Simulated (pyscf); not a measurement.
**Four-centre exchange: AuH + H₂O → HO–Au + H₂**

Gas phase, singlet surface, charge 0. Bonds broken: Au1–H2, O3–H4. Bonds formed: Au1–O3, H2–H4. Single points on ωB97X-D3(BJ)/def2-SVP structures (PySCF, gas phase).

Transition state (Å):

```xyz
5

Au     0.2396    -0.1067     0.8189
H     -1.6720     0.7738     0.7177
O     -1.3340    -1.2797    -0.1380
H     -1.7897    -0.0557     0.2447
H     -1.2799    -1.4863    -1.0835
```

One imaginary mode, 1486i cm⁻¹; descent along it reached the two sides named, in the forms told below.

| bond | change | reactant side (Å) | saddle | product side |
|---|---|---|---|---|
| Au1–H2 | breaks | 1.571 | 2.107 | 4.6 |
| O3–H4 | breaks | 0.975 | 1.361 | 2.370 |
| Au1–O3 | forms | 2.310 | 2.184 | 1.965 |
| H2–H4 | forms | 4.0 | 0.962 | 0.763 |

Electronic energies relative to the separated reactants (kcal/mol):

| level | barrier | reaction energy | reverse barrier |
|---|---|---|---|
| ωB97X-D3(BJ)/def2-TZVP | 54.7 | +30.0 | 24.7 |
| PBE/def2-TZVP | 54.9 | +31.7 | 23.2 |
| r²SCAN/def2-TZVP | 58.0 | +32.0 | 26.1 |
| B3LYP-D3(BJ)/def2-TZVP | 57.1 | +31.7 | 25.4 |
| PBE0-D3(BJ)/def2-TZVP | 57.8 | +34.2 | 23.6 |
| M06-2X/def2-TZVP | 57.6 | +32.6 | 25.0 |
| ωB97M-D3(BJ)/def2-TZVP | 55.9 | +32.3 | 23.6 |
| HF/def2-TZVP | 64.9 | +34.0 | 30.9 |

With ωB97M-D3(BJ)/def2-TZVP energies and thermal terms (ideal gas, 1 atm, RRHO with modes under 100 cm⁻¹ raised to 100, one conformer, R ln 2 for chiral ones without a mode under 150 cm⁻¹), in kcal/mol:

```json
[
 {"T (K)": "298", "ΔH‡": "52.9", "ΔG‡": "61.1", "ΔH": "+29.6", "ΔG": "+30.3"},
 {"T (K)": "600", "ΔH‡": "52.9", "ΔG‡": "69.5", "ΔH": "+30.2", "ΔG": "+30.8"},
 {"T (K)": "900", "ΔH‡": "53.4", "ΔG‡": "77.6", "ΔH": "+30.8", "ΔG": "+30.9"},
 {"T (K)": "1200", "ΔH‡": "54.1", "ΔG‡": "85.6", "ΔH": "+31.2", "ΔG": "+30.8"}
]
```

On the reactant side the descent ends in a bound adduct (not fully relaxed), 19.2 kcal/mol under the separated species and 73.9 kcal/mol under the saddle at ωB97X-D3(BJ)/def2-TZVP. The products may also form a dative adduct at HO–Au; it and routes through it were not searched. This is the saddle that the search found; another between the same sides may lie lower. Elements past Kr carry the def2 core potentials, without spin-orbit coupling.
